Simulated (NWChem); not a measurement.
System: acetonitrile (C2H3N); SMILES CC#N

NWChem input:

```
start job
memory heap 200 mb stack 900 mb global 1100 mb
geometry units angstroms noautoz
  C      0.000000     0.000000    -1.162534
  C      0.000000     0.000000     0.290673
  N      0.000000     0.000000     1.447563
  H      1.019593     0.155513    -1.542979
  H     -0.375118    -0.960750    -1.542979
  H     -0.644475     0.805237    -1.542979
end
basis spherical
  * library aug-cc-pvtz
end
dft
  xc b3lyp
  iterations 150
  semidirect filesize 400000000
  mulliken
end
task dft energy
```

The geometry was optimised at PBE0/def2-SVP.

Problem. Give the results of this calculation. (B3LYP/aug-cc-pVTZ.) Quantities: basis functions; energy (Ha); highest occupied level (eV); orbital gap (eV); dipole (D).

Solution. 
- number of basis functions = 207
- energy (Ha) = -132.81
- highest occupied level (eV) = -9.21
- orbital gap (eV) = 8.58
- dipole (D) = 4.05
